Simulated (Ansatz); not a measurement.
# CHBO (SMILES B=C=O): single points off equilibrium

One table from this session's results is given with a row withheld; the runs are named, their logs left out.

The runs use Ansatz 0.2.0, Gaussian basis; single points in def2-TZVPP.

Correlated methods freeze the cores.

### The system as given

SMILES `B=C=O`, 4 atoms, charge 0, spin multiplicity 1.

Atoms are counted from 1 here; the program's logs count them from 0.

Bond lengths: B1–C2 1.386 Å, B1–H4 1.240 Å, C2–O3 1.187 Å. Angles: C2–B1–H4 165.6°, B1–C2–O3 173.3°.

Coordinates:

| atom | x (Å) | y (Å) | z (Å) |
| --- | --- | --- | --- |
| B1 | -0.3336 | 0.4681 | -0.4023 |
| C2 | 0.2828 | -0.4768 | 0.4033 |
| O3 | 0.9238 | -1.2062 | 1.0852 |
| H4 | -1.1119 | 1.1009 | -1.1307 |

Set-up of the first run:

Input file run/in.yaml:

```yaml
crystal:
  periodic: [false, false, false]
  atoms:
    - {symbol: B, position_ang: [-0.333616, 0.468116, -0.402344]}
    - {symbol: C, position_ang: [0.282779, -0.476756, 0.403257]}
    - {symbol: O, position_ang: [0.923809, -1.206218, 1.085165]}
    - {symbol: H, position_ang: [-1.111939, 1.100894, -1.130726]}
basis:
  gaussian: {orbitals: def2-TZVPP}
hamiltonian: {xc: pbe, dispersion: d4}
output: {forces: true}
```

Started as:

```bash
> ansatz run in.yaml --threads 2 --pin off --events-out ev --progress --plain --max-ram 3481MiB
```

Among the steps run: PBE-D4/def2-TZVPP; r2SCAN-D4/def2-TZVPP; PBE0-D4/def2-TZVPP; wB97M-V/def2-TZVPP; CCSD(T)/def2-TZVPP.

One table of the session follows, with a row left open; its other results are not shown here.

```
   method  RMS force component (eV/Å)  angle to CCSD(T) forces (°)  dipole (D)
   PBE-D4                       1.055                          2.5        1.21
r2SCAN-D4                       1.211                         13.5        1.32
  PBE0-D4                           ?                            ?           ?
  wB97M-V                       1.262                         20.5        1.54
  CCSD(T)                       1.136                    reference        1.40
```

**Question.** Estimate the row for PBE0-D4.

**Answer.** RMS force component (eV/Å): 1.282; angle to CCSD(T) forces (°): 21.8; dipole (D): 1.49. In the column «RMS force component (eV/Å)» it is the highest.
